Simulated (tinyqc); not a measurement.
Worked calculation (part 1 of 2): UHF in the sto-3g basis, for H2O, spin multiplicity 1. Computed by tinyqc, a small Python program that keeps every step (integrals from PySCF). Settings: charge = 0, multiplicity = 1, basis = sto-3g, energy threshold = 1e-08, iteration cap = 72, orthogonalisation = symmetric, start = Wolfsberg-Helmholz matrix, DIIS depth = 6, DIIS from iteration = 3, shift = 1.0, method = UHF, break = 0.7. Command: `OMP_NUM_THREADS=1 python tinyqc.py 25748 25749 out.jsonl` (the two numbers bound the seeds that draw the settings). One thread of a shared host (Intel(R) Xeon(R) Processor @ 2.60GHz), about 0.2 s of CPU time with the checks. Later iterations appear only in the table of the cycle.

## One-electron integrals

Geometry (angstrom):
```
atom         x          y         z
O     0.000000   0.000000  0.000000
H     0.000000   0.795000  0.567000
H     0.000000  -0.795000  0.567000
```

Basis sto-3g: exponents (1/bohr^2) and contraction coefficients of normalised primitives:
```
element  l (shell)    exponent  coefficient
O            s (1)  130.709320     0.154329
O            s (1)   23.808861     0.535328
O            s (1)    6.443608     0.444635
O            s (2)    5.033151    -0.099967
O            s (2)    1.169596     0.399513
O            s (2)    0.380389     0.700115
O            p (3)    5.033151     0.155916
O            p (3)    1.169596     0.607684
O            p (3)    0.380389     0.391957
H            s (1)    3.425251     0.154329
H            s (1)    0.623914     0.535328
H            s (1)    0.168855     0.444635
```

Overlap, kinetic and nuclear-attraction integrals over the contracted functions; the nuclear repulsion is the sum of Za Zb / Rab.

nuclear repulsion = 9.00358411 hartree

overlap S, lower triangle:
```
           1O 1s     1O 2s    1O 2px     1O 2py    1O 2pz     2H 1s     3H 1s
1O 1s   1.000000
1O 2s   0.236704  1.000000
1O 2px  0.000000  0.000000  1.000000
1O 2py  0.000000  0.000000  0.000000   1.000000
1O 2pz  0.000000  0.000000  0.000000   0.000000  1.000000
2H 1s   0.051561  0.462239  0.000000   0.314806  0.224522  1.000000
3H 1s   0.051561  0.462239  0.000000  -0.314806  0.224522  0.225372  1.000000
```

kinetic energy T (hartree), lower triangle:
```
            1O 1s     1O 2s    1O 2px     1O 2py    1O 2pz     2H 1s     3H 1s
1O 1s   29.003200
1O 2s   -0.168011  0.808128
1O 2px   0.000000  0.000000  2.528731
1O 2py   0.000000  0.000000  0.000000   2.528731
1O 2pz   0.000000  0.000000  0.000000   0.000000  2.528731
2H 1s   -0.003784  0.119544  0.000000   0.219531  0.156571  0.760032
3H 1s   -0.003784  0.119544  0.000000  -0.219531  0.156571  0.003049  0.760032
```

nuclear attraction V (hartree), lower triangle:
```
             1O 1s       1O 2s     1O 2px      1O 2py      1O 2pz      2H 1s      3H 1s
1O 1s   -61.702301
1O 2s    -7.439630  -10.123061
1O 2px    0.000000    0.000000  -9.970119
1O 2py    0.000000    0.000000   0.000000  -10.128546
1O 2pz   -0.017323   -0.205158   0.000000    0.000000  -10.050705
2H 1s    -1.666381   -3.734329   0.000000   -2.260716   -1.675082  -5.747774
3H 1s    -1.666381   -3.734329   0.000000    2.260716   -1.675082  -1.439629  -5.747774
```

core Hamiltonian H = T + V (hartree), lower triangle:
```
             1O 1s      1O 2s     1O 2px     1O 2py     1O 2pz      2H 1s      3H 1s
1O 1s   -32.699101
1O 2s    -7.607641  -9.314933
1O 2px    0.000000   0.000000  -7.441388
1O 2py    0.000000   0.000000   0.000000  -7.599815
1O 2pz   -0.017323  -0.205158   0.000000   0.000000  -7.521974
2H 1s    -1.670165  -3.614785   0.000000  -2.041185  -1.518511  -4.987742
3H 1s    -1.670165  -3.614785   0.000000   2.041185  -1.518511  -1.436580  -4.987742
```

## Two-electron integrals

Functions are numbered as in S; the eight-fold symmetry (ij|kl) = (ji|kl) = (kl|ij) leaves the list below.

Two-electron integrals (ij|kl) in chemists' order, unique and non-zero (hartree):
```
(11|11) 4.785065    (21|11) 0.741380    (21|21) 0.136873    (22|11) 1.118947
(22|21) 0.256633    (22|22) 0.817206    (31|31) 0.024477    (32|31) 0.037809
(32|32) 0.180518    (33|11) 1.115814    (33|21) 0.256684    (33|22) 0.817023
(33|33) 0.880159    (41|41) 0.024477    (42|41) 0.037809    (42|42) 0.180518
(43|43) 0.047444    (44|11) 1.115814    (44|21) 0.256684    (44|22) 0.817023
(44|33) 0.785270    (44|44) 0.880159    (51|51) 0.024477    (52|51) 0.037809
(52|52) 0.180518    (53|53) 0.047444    (54|54) 0.047444    (55|11) 1.115814
(55|21) 0.256684    (55|22) 0.817023    (55|33) 0.785270    (55|44) 0.785270
(55|55) 0.880159    (61|11) 0.164009    (61|21) 0.030015    (61|22) 0.055887
(61|33) 0.055781    (61|41) 0.001126    (61|42) 0.002104    (61|44) 0.055998
(61|51) 0.000803    (61|52) 0.001500    (61|54) 0.000155    (61|55) 0.055891
(61|61) 0.006668    (62|11) 0.390398    (62|21) 0.090623    (62|22) 0.318495
(62|33) 0.313157    (62|41) 0.005526    (62|42) 0.041836    (62|44) 0.323572
(62|51) 0.003941    (62|52) 0.029837    (62|54) 0.007428    (62|55) 0.318455
(62|61) 0.020245    (62|62) 0.152397    (63|31) 0.009586    (63|32) 0.055424
(63|43) 0.008740    (63|53) 0.006234    (63|63) 0.021976    (64|11) 0.225878
(64|21) 0.053122    (64|22) 0.199388    (64|33) 0.190297    (64|41) 0.012432
(64|42) 0.080301    (64|44) 0.214122    (64|51) 0.002030    (64|52) 0.017742
(64|54) 0.010759    (64|55) 0.193524    (64|61) 0.012404    (64|62) 0.115883
(64|64) 0.109099    (65|11) 0.161098    (65|21) 0.037887    (65|22) 0.142205
(65|33) 0.135721    (65|41) 0.002030    (65|42) 0.017742    (65|44) 0.140246
(65|51) 0.011033    (65|52) 0.068078    (65|54) 0.011968    (65|55) 0.150490
(65|61) 0.008846    (65|62) 0.082649    (65|64) 0.062137    (65|65) 0.066293
(66|11) 0.522973    (66|21) 0.123373    (66|22) 0.496390    (66|33) 0.476211
(66|41) 0.009937    (66|42) 0.102956    (66|44) 0.515932    (66|51) 0.007087
(66|52) 0.073429    (66|54) 0.028329    (66|55) 0.496416    (66|61) 0.027823
(66|62) 0.296050    (66|64) 0.257106    (66|65) 0.183370    (66|66) 0.774606
(71|11) 0.164009    (71|21) 0.030015    (71|22) 0.055887    (71|33) 0.055781
(71|41) -0.001126   (71|42) -0.002104   (71|44) 0.055998    (71|51) 0.000803
(71|52) 0.001500    (71|54) -0.000155   (71|55) 0.055891    (71|61) 0.006558
(71|62) 0.019572    (71|64) 0.010941    (71|65) 0.008559    (71|66) 0.026565
(71|71) 0.006668    (72|11) 0.390398    (72|21) 0.090623    (72|22) 0.318495
(72|33) 0.313157    (72|41) -0.005526   (72|42) -0.041836   (72|44) 0.323572
(72|51) 0.003941    (72|52) 0.029837    (72|54) -0.007428   (72|55) 0.318455
(72|61) 0.019572    (72|62) 0.122999    (72|64) 0.064481    (72|65) 0.064808
(72|66) 0.195770    (72|71) 0.020245    (72|72) 0.152397    (73|31) 0.009586
(73|32) 0.055424    (73|43) -0.008740   (73|53) 0.006234    (73|63) 0.017127
(73|73) 0.021976    (74|11) -0.225878   (74|21) -0.053122   (74|22) -0.199388
(74|33) -0.190297   (74|41) 0.012432    (74|42) 0.080301    (74|44) -0.214122
(74|51) -0.002030   (74|52) -0.017742   (74|54) 0.010759    (74|55) -0.193524
(74|61) -0.010941   (74|62) -0.064481   (74|64) -0.017169   (74|65) -0.033207
(74|66) -0.090869   (74|71) -0.012404   (74|72) -0.115883   (74|74) 0.109099
(75|11) 0.161098    (75|21) 0.037887    (75|22) 0.142205    (75|33) 0.135721
(75|41) -0.002030   (75|42) -0.017742   (75|44) 0.140246    (75|51) 0.011033
(75|52) 0.068078    (75|54) -0.011968   (75|55) 0.150490    (75|61) 0.008559
(75|62) 0.064808    (75|64) 0.033207    (75|65) 0.050750    (75|66) 0.112951
(75|71) 0.008846    (75|72) 0.082649    (75|74) -0.062137   (75|75) 0.066293
(76|11) 0.143906    (76|21) 0.033683    (76|22) 0.127604    (76|33) 0.124803
(76|44) 0.127497    (76|51) 0.002345    (76|52) 0.020763    (76|55) 0.130376
(76|61) 0.007437    (76|62) 0.059667    (76|64) 0.039185    (76|65) 0.036379
(76|66) 0.117816    (76|71) 0.007437    (76|72) 0.059667    (76|74) -0.039185
(76|75) 0.036379    (76|76) 0.028273    (77|11) 0.522973    (77|21) 0.123373
(77|22) 0.496390    (77|33) 0.476211    (77|41) -0.009937   (77|42) -0.102956
(77|44) 0.515932    (77|51) 0.007087    (77|52) 0.073429    (77|54) -0.028329
(77|55) 0.496416    (77|61) 0.026565    (77|62) 0.195770    (77|64) 0.090869
(77|65) 0.112951    (77|66) 0.327960    (77|71) 0.027823    (77|72) 0.296050
(77|74) -0.257106   (77|75) 0.183370    (77|76) 0.117816    (77|77) 0.774606
```

## Orthogonalisation

S = U s U^T; symmetric (Loewdin) form X = U s^(-1/2) U^T, so that X^T S X = 1.

eigenvalues of S: 0.355607  0.428071  0.889478  1.000000  1.088990  1.346557  1.891296

X, lower triangle:
```
            1O 1s      1O 2s    1O 2px     1O 2py     1O 2pz      2H 1s     3H 1s
1O 1s    1.024145
1O 2s   -0.142578   1.234147
1O 2px   0.000000   0.000000  1.000000
1O 2py   0.000000   0.000000  0.000000   1.113301
1O 2pz  -0.009420   0.100953  0.000000   0.000000   1.048024
2H 1s    0.021789  -0.286701  0.000000  -0.228493  -0.136846   1.196608
3H 1s    0.021789  -0.286701  0.000000   0.228493  -0.136846  -0.080272  1.196608
```

## Starting guess

The start is the generalised Wolfsberg-Helmholz matrix (K = 1.75) built on H, with HOMO and LUMO mixed by +/-0.7 rad for the two spins; D(s) = C_occ C_occ^T for each spin.

D(alpha) at the start, lower triangle:
```
            1O 1s      1O 2s     1O 2px     1O 2py    1O 2pz      2H 1s     3H 1s
1O 1s    1.030431
1O 2s   -0.120631   0.559020
1O 2px   0.000000   0.000000   0.584984
1O 2py   0.000000   0.000000  -0.401953   0.954556
1O 2pz   0.054501  -0.199050   0.000000   0.000000  0.922332
2H 1s   -0.072088   0.177345   0.444606  -0.115527  0.056119   0.465332
3H 1s   -0.072088   0.177345  -0.444606   0.115527  0.056119  -0.316896  0.465332
```

D(beta) at the start, lower triangle:
```
            1O 1s      1O 2s     1O 2px     1O 2py    1O 2pz      2H 1s     3H 1s
1O 1s    1.030431
1O 2s   -0.120631   0.559020
1O 2px   0.000000   0.000000   0.584984
1O 2py   0.000000   0.000000   0.401953   0.954556
1O 2pz   0.054501  -0.199050   0.000000   0.000000  0.922332
2H 1s   -0.072088   0.177345  -0.444606  -0.115527  0.056119   0.465332
3H 1s   -0.072088   0.177345   0.444606   0.115527  0.056119  -0.316896  0.465332
```

## Iteration 1: building the Fock matrix

J_ij = sum D_kl (ij|kl) with D = D(alpha) + D(beta), K_ij = sum D_kl (ik|jl) for each spin; F = H + J - K(s); E = tr D H + tr D J / 2 - 0.5 sum_s tr D(s) K(s) + E_nn.

Coulomb J (hartree), lower triangle:
```
            1O 1s     1O 2s    1O 2px     1O 2py    1O 2pz     2H 1s     3H 1s
1O 1s   17.362510
1O 2s    3.278727  8.180039
1O 2px   0.000000  0.000000  8.092000
1O 2py   0.000000  0.000000  0.000000   8.227318
1O 2pz  -0.006342  0.030503  0.000000   0.000000  8.197665
2H 1s    0.718990  3.181301  0.000000   1.995970  1.436512  5.089849
3H 1s    0.718990  3.181301  0.000000  -1.995970  1.436512  1.280823  5.089849
```

exchange K(alpha) (hartree), lower triangle:
```
           1O 1s      1O 2s     1O 2px     1O 2py    1O 2pz     2H 1s     3H 1s
1O 1s   4.864300
1O 2s   0.845631   1.231413
1O 2px  0.000000   0.000000   0.764451
1O 2py  0.000000   0.000000  -0.157725   1.097951
1O 2pz  0.003972  -0.054107   0.000000   0.000000  1.104749
2H 1s   0.188802   0.556684   0.078391   0.327367  0.227261  0.627714
3H 1s   0.188802   0.556684  -0.078391  -0.327367  0.227261  0.197525  0.627714
```

exchange K(beta) (hartree), lower triangle:
```
           1O 1s      1O 2s     1O 2px     1O 2py    1O 2pz     2H 1s     3H 1s
1O 1s   4.864300
1O 2s   0.845631   1.231413
1O 2px  0.000000   0.000000   0.764451
1O 2py  0.000000   0.000000   0.157725   1.097951
1O 2pz  0.003972  -0.054107   0.000000   0.000000  1.104749
2H 1s   0.188802   0.556684  -0.078391   0.327367  0.227261  0.627714
3H 1s   0.188802   0.556684   0.078391  -0.327367  0.227261  0.197525  0.627714
```

F(alpha) (hartree), lower triangle:
```
             1O 1s      1O 2s     1O 2px     1O 2py     1O 2pz      2H 1s      3H 1s
1O 1s   -20.200891
1O 2s    -5.174545  -2.366307
1O 2px    0.000000   0.000000  -0.113839
1O 2py    0.000000   0.000000   0.157725  -0.470448
1O 2pz   -0.027637  -0.120548   0.000000   0.000000  -0.429059
2H 1s    -1.139978  -0.990169  -0.078391  -0.372583  -0.309259  -0.525608
3H 1s    -1.139978  -0.990169   0.078391   0.372583  -0.309259  -0.353282  -0.525608
```

F(beta) (hartree), lower triangle:
```
             1O 1s      1O 2s     1O 2px     1O 2py     1O 2pz      2H 1s      3H 1s
1O 1s   -20.200891
1O 2s    -5.174545  -2.366307
1O 2px    0.000000   0.000000  -0.113839
1O 2py    0.000000   0.000000  -0.157725  -0.470448
1O 2pz   -0.027637  -0.120548   0.000000   0.000000  -0.429059
2H 1s    -1.139978  -0.990169   0.078391  -0.372583  -0.309259  -0.525608
3H 1s    -1.139978  -0.990169  -0.078391   0.372583  -0.309259  -0.353282  -0.525608
```

total energy of this density = -74.29845751 hartree

## Iteration 1: diagonalisation and new density

A level shift of 1 hartree raises the virtual space: F + shift (S - S D(s) S), with D(s) the density of one spin. Diagonalise F' = X^T F X, C = X C', fill 5 alpha and 5 beta electrons from the bottom; D(s) = C_occ C_occ^T. Each column has its largest component positive (the first on a tie).

F' = X^T F X (alpha) (hartree), lower triangle:
```
            1          2          3          4          5          6         7
1  -19.807332
2   -2.780088  -0.770903
3    0.000000   0.000000   0.301177
4    0.000000   0.000000   0.446829  -0.088441
5   -0.075053   0.230663   0.000000   0.000000  -0.254863
6   -0.115239  -0.848710  -0.442206  -0.572213  -0.399716   0.535601
7   -0.115239  -0.848710   0.442206   0.572213  -0.399716  -0.020579  0.535601
```

orbital energies (alpha) (hartree): MO1 -20.210470, MO2 -1.193093, MO3 -0.637778, MO4 -0.439116, MO5 -0.163520, MO6 1.524602, MO7 1.570214

coefficients C (alpha):
```
              MO1        MO2        MO3        MO4        MO5        MO6        MO7
1O 1s    0.993711  -0.220792   0.000000   0.080269   0.000000  -0.166087   0.000000
1O 2s    0.028485   0.761076   0.000000  -0.360779   0.000000   1.003904   0.000000
1O 2px   0.000000   0.000000  -0.031366   0.000000   0.854818   0.000000   0.517979
1O 2py   0.000000   0.000000   0.751975   0.000000  -0.436873   0.000000   0.766506
1O 2pz   0.004599   0.126191   0.000000   0.914606   0.000000   0.541886   0.000000
2H 1s   -0.006925   0.217065   0.305329   0.098487   0.464152  -0.817090  -0.747500
3H 1s   -0.006925   0.217065  -0.305329   0.098487  -0.464152  -0.817090   0.747500
```

F' = X^T F X (beta) (hartree), lower triangle:
```
            1          2          3          4          5          6         7
1  -19.807332
2   -2.780088  -0.770903
3    0.000000   0.000000   0.301177
4    0.000000   0.000000  -0.446829  -0.088441
5   -0.075053   0.230663   0.000000   0.000000  -0.254863
6   -0.115239  -0.848710   0.442206  -0.572213  -0.399716   0.535601
7   -0.115239  -0.848710  -0.442206   0.572213  -0.399716  -0.020579  0.535601
```

orbital energies (beta) (hartree): MO1 -20.210470, MO2 -1.193093, MO3 -0.637778, MO4 -0.439116, MO5 -0.163520, MO6 1.524602, MO7 1.570214

coefficients C (beta):
```
              MO1        MO2        MO3        MO4        MO5        MO6        MO7
1O 1s    0.993711  -0.220792   0.000000   0.080269   0.000000  -0.166087   0.000000
1O 2s    0.028485   0.761076   0.000000  -0.360779   0.000000   1.003904   0.000000
1O 2px   0.000000   0.000000   0.031366   0.000000   0.854818   0.000000  -0.517979
1O 2py   0.000000   0.000000   0.751975   0.000000   0.436873   0.000000   0.766506
1O 2pz   0.004599   0.126191   0.000000   0.914606   0.000000   0.541886   0.000000
2H 1s   -0.006925   0.217065   0.305329   0.098487  -0.464152  -0.817090  -0.747500
3H 1s   -0.006925   0.217065  -0.305329   0.098487   0.464152  -0.817090   0.747500
```

D(alpha) after iteration 1, lower triangle:
```
            1O 1s      1O 2s     1O 2px     1O 2py    1O 2pz      2H 1s     3H 1s
1O 1s    1.042655
1O 2s   -0.168693   0.710210
1O 2px   0.000000   0.000000   0.731698
1O 2py   0.000000   0.000000  -0.397034   0.756325
1O 2pz   0.050122  -0.233798   0.000000   0.000000  0.852449
2H 1s   -0.046903   0.129474   0.387189   0.026824  0.117436   0.365528
3H 1s   -0.046903   0.129474  -0.387189  -0.026824  0.117436  -0.251799  0.365528
```

D(beta) after iteration 1, lower triangle:
```
            1O 1s      1O 2s     1O 2px     1O 2py    1O 2pz      2H 1s     3H 1s
1O 1s    1.042655
1O 2s   -0.168693   0.710210
1O 2px   0.000000   0.000000   0.731698
1O 2py   0.000000   0.000000   0.397034   0.756325
1O 2pz   0.050122  -0.233798   0.000000   0.000000  0.852449
2H 1s   -0.046903   0.129474  -0.387189   0.026824  0.117436   0.365528
3H 1s   -0.046903   0.129474   0.387189  -0.026824  0.117436  -0.251799  0.365528
```

## Iteration 2: building the Fock matrix

As before.

Coulomb J (hartree), lower triangle:
```
            1O 1s     1O 2s    1O 2px     1O 2py    1O 2pz     2H 1s     3H 1s
1O 1s   17.452873
1O 2s    3.295758  8.227962
1O 2px   0.000000  0.000000  8.171149
1O 2py   0.000000  0.000000  0.000000   8.251255
1O 2pz  -0.007869  0.023318  0.000000   0.000000  8.238006
2H 1s    0.722610  3.192119  0.000000   1.996810  1.436538  5.077208
3H 1s    0.722610  3.192119  0.000000  -1.996810  1.436538  1.282819  5.077208
```

exchange K(alpha) (hartree), lower triangle:
```
           1O 1s      1O 2s     1O 2px     1O 2py    1O 2pz     2H 1s     3H 1s
1O 1s   4.880382
1O 2s   0.837041   1.274932
1O 2px  0.000000   0.000000   0.899522
1O 2py  0.000000   0.000000  -0.176485   1.037504
1O 2pz  0.001307  -0.057916   0.000000   0.000000  1.089930
2H 1s   0.189977   0.559288   0.058914   0.335019  0.236719  0.611954
3H 1s   0.189977   0.559288  -0.058914  -0.335019  0.236719  0.192638  0.611954
```

exchange K(beta) (hartree), lower triangle:
```
           1O 1s      1O 2s     1O 2px     1O 2py    1O 2pz     2H 1s     3H 1s
1O 1s   4.880382
1O 2s   0.837041   1.274932
1O 2px  0.000000   0.000000   0.899522
1O 2py  0.000000   0.000000   0.176485   1.037504
1O 2pz  0.001307  -0.057916   0.000000   0.000000  1.089930
2H 1s   0.189977   0.559288  -0.058914   0.335019  0.236719  0.611954
3H 1s   0.189977   0.559288   0.058914  -0.335019  0.236719  0.192638  0.611954
```

F(alpha) (hartree), lower triangle:
```
             1O 1s      1O 2s     1O 2px     1O 2py     1O 2pz      2H 1s      3H 1s
1O 1s   -20.126610
1O 2s    -5.148925  -2.361904
1O 2px    0.000000   0.000000  -0.169761
1O 2py    0.000000   0.000000   0.176485  -0.386064
1O 2pz   -0.026499  -0.123924   0.000000   0.000000  -0.373898
2H 1s    -1.137532  -0.981954  -0.058914  -0.379394  -0.318691  -0.522488
3H 1s    -1.137532  -0.981954   0.058914   0.379394  -0.318691  -0.346399  -0.522488
```

F(beta) (hartree), lower triangle:
```
             1O 1s      1O 2s     1O 2px     1O 2py     1O 2pz      2H 1s      3H 1s
1O 1s   -20.126610
1O 2s    -5.148925  -2.361904
1O 2px    0.000000   0.000000  -0.169761
1O 2py    0.000000   0.000000  -0.176485  -0.386064
1O 2pz   -0.026499  -0.123924   0.000000   0.000000  -0.373898
2H 1s    -1.137532  -0.981954   0.058914  -0.379394  -0.318691  -0.522488
3H 1s    -1.137532  -0.981954  -0.058914   0.379394  -0.318691  -0.346399  -0.522488
```

total energy of this density = -74.59321469 hartree
